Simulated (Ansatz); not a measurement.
# C3H6ClFO: the cost of one run

Computed with Ansatz 0.2.0, Gaussian basis. Level: r2SCAN/def2-SVP with rVV10 dispersion.

## Step 1: Structure used throughout

The structure was relaxed beforehand with PBE0-D4 in a triple-zeta def2 set.

SMILES `COC(C)(F)Cl`, 12 atoms, charge 0, spin multiplicity 1.

Atoms are counted from 1 here; the program's logs count them from 0.

Bond lengths: C1–O2 1.419 Å, C1–H7 1.092 Å, C1–H8 1.088 Å, C1–H9 1.094 Å, O2–C3 1.363 Å, C3–C4 1.508 Å, C3–F5 1.372 Å, C3–Cl6 1.784 Å, C4–H10 1.088 Å, C4–H11 1.089 Å, C4–H12 1.091 Å. Angles: O2–C1–H7 111.3°, O2–C1–H8 105.7°, O2–C1–H9 111.5°, H7–C1–H8 109.2°, H7–C1–H9 109.9°, H8–C1–H9 109.0°, C1–O2–C3 115.9°, O2–C3–C4 116.1°, O2–C3–F5 109.5°, O2–C3–Cl6 105.5°, C4–C3–F5 108.2°, C4–C3–Cl6 110.1°, F5–C3–Cl6 107.0°, C3–C4–H10 109.5°, C3–C4–H11 109.8°, C3–C4–H12 109.8°, H10–C4–H11 109.4°, H10–C4–H12 108.7° and more.

Geometry (Å):

```mol
C3H6ClFO
  3D, bonds by distance, orders not assigned

 12 11  0  0  0  0  0  0  0  0999 V2000
   -0.6259   -1.5054    0.2654 C   0  0
   -0.6909   -0.2472    0.9188 O   0  0
   -0.3218    0.8305    0.1713 C   0  0
    1.0702    0.7920   -0.4074 C   0  0
   -1.2107    0.9982   -0.8601 F   0  0
   -0.4994    2.2419    1.2486 Cl  0  0
   -1.1458   -1.4819   -0.6952 H   0  0
   -1.1285   -2.2078    0.9273 H   0  0
    0.4088   -1.8296    0.1215 H   0  0
    1.2785    1.7323   -0.9142 H   0  0
    1.7965    0.6417    0.3903 H   0  0
    1.1461   -0.0201   -1.1323 H   0  0
  1  2  8  0
  2  3  8  0
  3  4  8  0
  3  5  8  0
  3  6  8  0
  1  7  8  0
  1  8  8  0
  1  9  8  0
  4 10  8  0
  4 11  8  0
  4 12  8  0
M  END
```

## Step 2: The run

File in.yaml:

```yaml
crystal:
  periodic: [false, false, false]
  atoms:
    - {symbol: C, position_ang: [-0.625945, -1.505389, 0.265377]}
    - {symbol: O, position_ang: [-0.690924, -0.247156, 0.918831]}
    - {symbol: C, position_ang: [-0.321803, 0.830526, 0.171280]}
    - {symbol: C, position_ang: [1.070199, 0.792029, -0.407385]}
    - {symbol: F, position_ang: [-1.210723, 0.998165, -0.860056]}
    - {symbol: Cl, position_ang: [-0.499443, 2.241896, 1.248619]}
    - {symbol: H, position_ang: [-1.145768, -1.481882, -0.695175]}
    - {symbol: H, position_ang: [-1.128505, -2.207766, 0.927266]}
    - {symbol: H, position_ang: [0.408810, -1.829561, 0.121521]}
    - {symbol: H, position_ang: [1.278484, 1.732301, -0.914190]}
    - {symbol: H, position_ang: [1.796520, 0.641717, 0.390346]}
    - {symbol: H, position_ang: [1.146097, -0.020080, -1.132331]}
basis:
  gaussian: {orbitals: def2-SVP}
magnetization: {spin_polarized: true, initial_magnetization: 0}
hamiltonian: {xc: {name: r2SCAN}, dispersion: rvv10}
md: {timestep: 1 fs, n_steps: 20, ensemble: nve, temperature: 1500, initial_velocities: maxwell_boltzmann, seed: 736}
```

The run is started by

```console
$ ansatz run in.yaml --threads 4 --pin off --events-out ev --progress --plain --max-ram 10444MiB
```

**Question.** How long does this run take on 4 threads of Intel Xeon at 2.50GHz, shared host, and how much memory does it need?

About 3.9 min, with a peak of 0.31 GiB.
